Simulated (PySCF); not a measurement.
## BF: energy against distance

Set-up: B aug-cc-pVDZ, F aug-cc-pVDZ; no relativity (PySCF 2.14). Energies in eV from B + F in their ground configurations at the same level. State: ¹Σ⁺ (singlet), closed shell.

Curves on a restricted Hartree–Fock reference rise too fast on stretching and do not dissociate correctly.

```
R (Å)  RHF-SCS-MP2  RHF-MP2
1.109       -6.096   -6.306
1.160       -6.754   -6.964
1.212       -7.131   -7.343
1.250       -7.279   -7.491
1.289       -7.341   -7.553
1.328       -7.334   -7.547
1.379       -7.246   -7.459
1.444       -7.044   -7.258
1.521       -6.717   -6.931
1.624       -6.206   -6.419
```

Question: Put a parabola through the three lowest points of the RHF-SCS-MP2 curve and estimate Re, k and ωe (reduced mass 6.97 u; 1 eV/Å² = 0.16022 mdyn/Å; ωe = 1302.8·√(k/μ) cm⁻¹).

Answer: Through R = 1.25, 1.289, 1.328 Å the second-order coefficient is 22.7 eV/Å², so Re ≈ 1.305 Å, k ≈ 7.27 mdyn/Å and ωe ≈ 1330 cm⁻¹. A polynomial fit of higher order to the unrounded RHF-SCS-MP2 energies gives Re = 1.304 Å, k = 6.56 mdyn/Å, ωe = 1264 cm⁻¹; anharmonicity and rounding make the difference.

The higher-order fit for each curve: RHF-SCS-MP2: Re = 1.304 Å, ωe = 1264 cm⁻¹, De = 7.35 eV; RHF-MP2: Re = 1.304 Å, ωe = 1263 cm⁻¹, De = 7.56 eV.

Correlated steps freeze 2 core orbitals. Correlated levels converge slowly with the basis: in double zeta they bind strong bonds too weakly, by up to about 1 eV, and carry superposition errors of some tenths. Where the molecule has an RHF reference, its open-shell atoms are computed with UHF.
